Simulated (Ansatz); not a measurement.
The first iterations of a band of FH3Si + H2O (8 atoms, charge 0, multiplicity 1).

Method: RHF/def2-SVP in Ansatz 0.2.0.

| Quantity | Value |
| --- | --- |
| movable images | 4 |
| climbing image | no |
| spring | 5.0 eV/Å² |
| optimiser | quadratic models (default) |
| start path | through a guess of the saddle point |
| force threshold | 0.05 eV/Å |
| iteration limit | 60 |
| end points | relaxed |

Initial state:

```xyz
8
Properties=species:S:1:pos:R:3
Si 0.406 0.044 -0.167
F 0.223 -0.099 1.438
H 1.861 0.049 -0.418
H -0.188 1.313 -0.609
H -0.205 -1.125 -0.820
O -2.557 0.003 0.875
H -2.963 -0.850 0.883
H -2.029 0.036 1.661
```

Final state:

```xyz
8
Properties=species:S:1:pos:R:3
Si -0.031 -0.162 -0.549
F -2.007 1.078 2.651
H 1.177 -1.011 -0.458
H 0.318 1.256 -0.369
H -0.677 -0.382 -1.861
O -1.092 -0.537 0.686
H -1.443 -1.413 0.758
H -1.695 0.542 1.984
```

| iteration | highest image above the first end (eV) | largest band force component (eV/Å) |
| --- | --- | --- |
| 1 | 7.209 | 37.951 |
| 2 | 3.429 | 4.031 |
| 3 | 2.429 | 2.905 |
| 4 | 1.663 | 2.706 |
| 5 | 1.678 | 1.818 |
| 6 | 1.750 | 0.589 |

Task: Does the band converge within its limit, and where does its top end?

Result: The forces met the threshold. It ended after 20 iterations with the highest image 1.135 eV above the first end. No image climbed, so the highest image needn't sit at the top of the path. A band with more images between the same ends climbed to 1.78 eV, so this one has probably stepped over the top. The orbitals stay closed-shell, which can raise the energy where a bond breaks towards radicals; this wasn't checked here.

Run time: 36 s on 1 thread of Intel(R) Xeon(R) 6975P-C (Granite Rapids), on a shared host, peak memory 0.14 GiB.
